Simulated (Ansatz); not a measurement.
# SrCo2As2: computed properties

The calculation used Ansatz, DFT PBEsol, scalar-relativistic, plane waves, PAW.

Cutoff 420 eV; k points 12×12×12 on the computed 5-atom cell (Γ-centred); Gaussian smearing, width 0.10 eV; collinear spin from starting moments 0 0.48 0.48 0 0 μB.

The structure is relaxed at this level of theory with its symmetry kept. Whether it is the stable form of this composition wasn't checked.

```
Sr Co As
1.0
    -1.94791    1.94791    5.74342
     1.94791   -1.94791    5.74342
     1.94791    1.94791   -5.74342
Sr Co As
1 2 2
Direct
  0.00000 0.00000 0.00000
  0.75000 0.25000 0.50000
  0.25000 0.75000 0.50000
  0.35592 0.35592 0.00000
  0.64408 0.64408 0.00000
```

| Item | Value |
| --- | --- |
| Space group | I4/mmm (No. 139) |
| Volume per atom | 17.43 Å³ |
| Formation energy from the elements' standard states (uncorrected) | -0.648 eV/atom |
| Kohn–Sham band gap | none (metal) |
| Density of states at the Fermi level | 3.30 states/eV per cell |
| Löwdin character within 0.5 eV of the Fermi level | Co 3d 61 %, As 4p 24 %, unprojected 10 % |
| Bader charges (e) | Sr (1 in the cell) 1.32, Co (2 in the cell) -0.01, As (2 in the cell) -0.65 |
| Total moment | 0.89 μB per cell |
| Site moments (μB; atoms counted from 1 over the whole cell) | Co (atom 2) 0.43, Co (atom 3) 0.43 |

Only this magnetic start was tried.